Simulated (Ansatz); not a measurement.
# Cr2O2: the cost of one run

The runs use Ansatz 0.2.0, Gaussian basis; the settings change from run to run.

2 further runs of the same task are left out: 2 for a known fault of the program.

## (1) The relaxed structure

An earlier PBE-D4/def2-SVPD relaxation fixed the geometry.

4 atoms, charge -1, spin multiplicity 2.

Atoms are counted from 1 here; the program's logs count them from 0.

Bond lengths: Cr1–O3 1.861 Å, Cr1–O4 1.635 Å, Cr2–O3 1.774 Å. Angles: O3–Cr1–O4 132.6°, Cr1–O3–Cr2 88.4°.

## (2) wB97X-V/def2-SVPD

This run has the search for lower states set to light.

The input, in.yaml:

```yaml
crystal:
  periodic: [false, false, false]
  atoms:
    - {symbol: Cr, position_ang: [-0.705761, -0.071041, 0.316557]}
    - {symbol: Cr, position_ang: [1.463983, 1.162747, -0.120988]}
    - {symbol: O, position_ang: [0.256100, 0.432389, -1.194808]}
    - {symbol: O, position_ang: [-1.014322, -1.524095, 0.999239]}
basis:
  gaussian: {orbitals: def2-SVPD}
total_charge: -1
magnetization: {spin_polarized: true, initial_magnetization: 1}
hamiltonian: {xc: {name: wB97X-V}}
scf: {lower_state_search: light}
output: {forces: true}
```

The run is started by

```sh
$ ansatz run in.yaml --threads 4 --pin off --events-out ev --progress --plain --max-ram 3916MiB
```

Q: Estimate wall time and peak memory on 4 threads of Arm Neoverse V2, shared host.

About 2 min, with a peak of 0.77 GiB.
